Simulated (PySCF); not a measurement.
A series of related open-shell species. All by UKS B3LYP (pcH-1 on Cl F H Si) in PySCF, non-relativistic with spin–orbit coupling as a perturbation, on GFN2-xTB geometries; isolated species, one conformer each; the triplets need not be ground states. Couplings are magnitudes for isotopes of over 50 % abundance, averaged over nuclei equivalent by connectivity (but not across a short bond from an atom whose three angles sum to over 350°); populations are Mulliken's. The geometries weren't refined by DFT: couplings that depend on bond lengths, twists or pyramidal angles can differ widely from those at the functional's own minimum, by a factor of two or more for some ions and for spin on atoms past the first row.

```json
{"species": "Cl[Si]Cl (triplet state)", "change": "none (reference member)", "⟨S²⟩": "2.002", "g1": "2.0005", "g2": "2.0057", "g3": "2.0064", "largest spin population on": "silicon bonded to 2 Cl (1.64)", "largest couplings": "2 × 35Cl 17 MHz"}
{"species": "F[Si]F (triplet state)", "change": "none (reference member)", "⟨S²⟩": "2.001", "g1": "1.9993", "g2": "1.9998", "g3": "2.0021", "largest spin population on": "silicon bonded to 2 F (1.76)", "largest couplings": "2 × 19F 152 MHz"}
{"species": "F[Si][SiH3] (triplet state)", "change": "none (reference member)", "⟨S²⟩": "2.003", "g1": "2.0011", "g2": "2.0024", "g3": "2.0028", "largest spin population on": "silicon bonded to F and Si (1.57)", "largest couplings": "1 × 19F 92 MHz, 3 × 1H 30 MHz"}
```

Task: Predict the same entries for `[SiH][SiH3]` [triplet].

Result: ⟨S²⟩: 2.003; g1: 2.0017; g2: 2.0038; g3: 2.0043; largest spin population on: silicon bonded to Si and H (1.85); largest couplings: 1 × 1H 36 MHz, 3 × 1H 30 MHz. The largest Mulliken spin population is on Si1 (+1.85). (Numbering: [SiH:1][SiH3:2] (hydrogens: H3 on Si1; H4, H5, H6 on Si2).)

Task: Which has the highest and which the lowest g_iso, and which the widest g anisotropy?

Result: Highest: Cl[Si]Cl (triplet state) (2.0042, largest spin population on silicon bonded to 2 Cl). Lowest: F[Si]F (triplet state) (2.0004, largest spin population on silicon bonded to 2 F). Widest: Cl[Si]Cl (triplet state), g3 − g1 = 0.0059, which alone would spread the powder pattern at 94 GHz over 9.9 mT.

Means can hide wide spreads in the frozen geometry: F[Si][SiH3] (triplet state), 3 × 1H from -5 to 47 MHz (mean 30); [SiH][SiH3] (triplet state), 3 × 1H from -2 to 46 MHz (mean 30).
